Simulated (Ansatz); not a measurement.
[GeH3···H···H], doublet along the distance Ge1-H5

Starting geometry:

```yaml
atoms:
  - { symbol: Ge, position_ang: [-0.0380, 0.0000, 0.0000] }
  - { symbol: H, position_ang: [-0.5494, 1.4466, 0.0000] }
  - { symbol: H, position_ang: [-0.5494, -0.7233, 1.2528] }
  - { symbol: H, position_ang: [-0.5494, -0.7233, -1.2528] }
  - { symbol: H, position_ang: [1.4964, 0.0000, 0.0000] }
  - { symbol: H, position_ang: [2.8900, 0.0000, 0.0000] }
```

From there H5 is moved from one fragment to the other while all else, the fragments' distance too, stays fixed; atoms are numbered as listed. Energies are in kJ/mol, counted from the starting geometry at the same level. Kohn–Sham curves are unrestricted where that lies lower.

Basis cc-pVDZ; Ansatz 0.2.0. Only valence electrons are correlated (noble-gas cores and the filled d shells of p-block atoms frozen). R marks a restricted (for open shells ROHF) determinant. No spin–orbit coupling is included, and no scalar relativity.

Full CI isn't at hand for all of this; RCCSDTQ serves as the reference, and is uncertain by about the last step of the cluster series.

```json
{"distance Ge1-H5 (Å)": "1.534", "wB97M-V": "0.0"}
{"distance Ge1-H5 (Å)": "1.627", "wB97M-V": "-2.7"}
{"distance Ge1-H5 (Å)": "1.812", "wB97M-V": "-9.6"}
{"distance Ge1-H5 (Å)": "1.998", "wB97M-V": "-43.0"}
{"distance Ge1-H5 (Å)": "2.183", "wB97M-V": "-65.7"}
```

Q: Estimate the RCCSDTQ curve in cc-pVDZ from this one, knowing how wB97M-V errs.

A: The computed RCCSDTQ values, in kJ/mol from the starting point, and the error of wB97M-V against them:
```
distance Ge1-H5 (Å)  RCCSDTQ  wB97M-V less RCCSDTQ
              1.534      0.0                   0.0
              1.627     -0.7                  -2.0
              1.812     -2.5                  -7.1
              1.998    -34.5                  -8.5
              2.183    -60.3                  -5.5
```

The error spans 8.5 kJ/mol and is largest, -8.5 kJ/mol, at 1.998 Å.

In so small a basis the reference is far from its limit while semilocal and hybrid functionals are nearer theirs, so the functionals' errors here hold much of the reference's basis and frozen-core error, which can add to them or hide them.
